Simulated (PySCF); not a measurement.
This PySCF input asks for the NMR shieldings of `FC(F)(F)F`, CF$_{4}$; the geometry comes from PBE0-D3(BJ)/def2-SVP.

```python
import basis_set_exchange as bse
import numpy as np
from pyscf import gto, dft
from pyscf.prop import nmr

atoms = """
F    -0.227032    0.157017   -1.286457
C    -0.000280    0.000071    0.000003
F    -0.772034   -0.957360    0.468186
F     1.261721   -0.322970    0.185268
F    -0.262385    1.123238    0.633000
"""
names = dict.fromkeys(["F", "C"], "pcSseg-1")
basis = {el: gto.basis.parse(bse.get_basis(n, elements=[el], fmt="nwchem")) for el, n in names.items()}
mol = gto.M(atom=atoms, basis=basis, charge=0, verbose=0)
mf = dft.RKS(mol, xc="PBE0")
mf.grids.level = 2
mf.grids.alignment = dft.numint.BLKSIZE   # the property module wants whole blocks of grid points
mf.conv_tol = 1e-9
mf.kernel()

calc = nmr.RKS(mf)   # GIAO
C = mf.mo_coeff
Co = C[:, mf.mo_occ > 0]
resp = mf.gen_response(singlet=True, hermi=2)
def vind(x):   # induced exchange potential for any number of trial vectors
    d = np.einsum("pi,xij,qj->xpq", C, 2 * x.reshape(-1, C.shape[1], Co.shape[1]), Co, optimize=True)
    return np.einsum("xpq,pi,qj->xij", resp(d - d.transpose(0, 2, 1)), C, Co, optimize=True).ravel()
mo1, _ = nmr.rhf.solve_mo1(calc, with_cphf=vind)
sigma = calc.kernel(mo1)
for i, s in enumerate(sigma):   # ppm
    print("%2d %-2s %9.2f" % (i, mol.atom_pure_symbol(i), np.trace(s) / 3))
```

Problem. Give the expected output.

Solution. 
```
 0 F     249.73
 1 C      57.09
 2 F     249.69
 3 F     249.64
 4 F     249.75
```

These numbers come from an equivalent density-fitted implementation of the same equations, which agrees with the script to about 0.01 ppm for H and up to a few tenths of a ppm for heavy atoms, so last digits may differ.

Problem. Turn these shieldings into chemical shifts. Scale: ¹⁹F (σref 177.25) against CFCl3; TMS for ¹³C (σref 184.41) (reference shieldings calculated alike).

Solution. Averaging equivalent atoms: F 0/2/3/4: -72.5; C 1: 127.3 ppm. Unscaled 19F shifts against computed CFCl3 carry errors that often reach 10 to 50 ppm.

Size and cost of the density-fitted run: 85 basis functions, of the order of 2.6 core-seconds.
